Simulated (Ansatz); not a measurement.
A structure relaxed at PBE0-D4/def2-TZVP, charge 0, multiplicity 2:

```xyz
6

N     0.3339   -0.2886   -0.8777
B    -0.4060   -0.3141    0.2985
O    -0.3042    0.6515    1.2488
H     0.2609   -0.9996   -1.5805
H     0.9891    0.4492   -1.0929
H    -0.8738    0.5017    2.0038
```

(1) Give its formula and SMILES.

(2) Point group (tolerance 0.08 Å, 0.16 Å for H)?

(3) Summarise the bond lengths by kind.

## Answers

(1) BH3NO, `N[B]O`.

(2) Cs.

(3) 1 × B–N 1.390 Å; 2 × H–N 1.002 to 1.010 Å; 1 × B–O 1.359 Å; 1 × H–O 0.958 Å.

Computed with Ansatz.
